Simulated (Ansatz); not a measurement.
A made-up structure of AlSiNH$_{3}$ (charge +1), closed shell:

Al1  (-1.181, 0.358, -1.120)
N2  (0.296, -0.088, 0.281)
Si3  (1.508, -0.456, 1.430)
H4  (-1.957, -1.083, -1.745)
H5  (-1.343, 2.082, -1.385)
H6  (2.678, -0.813, 2.540)
(Å)

It is relaxed with PBE-D4/def2-SVP and then PBE0-D4/def2-TZVP (Ansatz 0.2.0). Atoms count as bonded within 1.22 times the sum of their covalent radii (H–H: 0.88 Å). The end point is not checked to be a true minimum.

Problem. Does its bonding change? (Judge from chemistry; the calculation decides.)

Solution. The calculation gives: No: no bond forms or breaks.

Where it ends: The first stage lowers the energy by 1.21 eV in 5 steps. It ends as AlSiNH₃ ([AlH2][N][SiH]), total charge +1:
Al1  (-1.055, 0.320, -1.000)
N2  (0.264, -0.079, 0.251)
Si3  (1.346, -0.408, 1.276)
H4  (-1.748, -0.967, -1.558)
H5  (-1.199, 1.859, -1.236)
H6  (2.391, -0.725, 2.268)
(Å)

Labels in which every atom is bracketed show which atoms are joined, not bond orders.

For scale, one of the runs: PBE0-D4/def2-TZVP relaxation, 123 basis functions, launched by `ansatz run in.yaml --threads 2 --pin off --events-out ev --progress --plain --max-ram 4352MiB`. The run took about 13 s on 2 CPU threads of an Intel Xeon Platinum 8259CL (shared host).
